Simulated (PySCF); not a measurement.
## Cost against result

Saddle point of BH₂ClO, singlet (BH₂ClO ([OH][BH][Cl]) → BClO + H₂; bonds formed: H2–H4; bonds broken: B1–H2, O3–H4), PBE0-D4/def2-TZVP structure:

```tsv
atom	x (Å)	y (Å)	z (Å)
B1	-0.1218	0.0762	-0.2659
H2	0.5259	0.1450	0.9878
O3	-0.4342	-1.1404	-0.4703
H4	0.2292	-0.7454	0.7040
Cl5	-0.1991	1.6648	-0.9556
```

Barriers are electronic and count from the start structure reached by relaxing down the imaginary mode.

PySCF 2.14 with density fitting (its default auxiliary sets; JK sets also for MP2 and CCSD(T)); basis: as named in each row; cores frozen in the correlated methods. B3LYP uses VWN-RPA correlation. Extrapolation: Hartree–Fock as exp(−7.88 √X), correlation as X^−2.97.

Times are rough, for one single point on 4 threads of a shared host (Arm Neoverse V2).

The estimate by CCSD(T) at an estimated basis limit (MP2 extrapolated from triple and quadruple zeta, plus CCSD(T) − MP2 in triple zeta) is 2.754 eV.

| method | basis | time (s) | barrier (eV) | method less estimate |
| --- | --- | --- | --- | --- |
| HF | STO-3G | under 1 | 5.763 | 3.009 |
| B3LYP-D4 | 6-31G | 1 | 3.109 | 0.355 |
| MP2 | def2-QZVPP | 2 | 2.655 | -0.100 |
| PBE0-D4 | def2-SVP | 2 | 2.614 | -0.140 |
| PBE-D4 | def2-SVP | 2 | 2.311 | -0.444 |
| CCSD(T) | def2-SVP | 3 | 2.769 | 0.015 |
| SPW92 | def2-TZVPP | 3 | 2.264 | -0.491 |
| PBE0-D4 | def2-TZVPP | 3 | 2.632 | -0.122 |
| BHLYP-D4 | def2-TZVPP | 3 | 2.995 | 0.241 |
| B3LYP-D4 | def2-TZVPP | 4 | 2.671 | -0.083 |
| PBE-D4 | def2-TZVPP | 4 | 2.348 | -0.406 |
| r2SCAN-D4 | def2-TZVPP | 8 | 2.531 | -0.224 |
| CCSD(T) | def2-TZVPP | 46 | 2.768 | 0.013 |
| wB97M-V | def2-TZVPP | 49 | 2.743 | -0.011 |

All methods are single points on the PBE0-D4 structures.

T1 diagnostic: at most 0.018.

Labels in which every atom is bracketed show which atoms are joined, not bond orders.
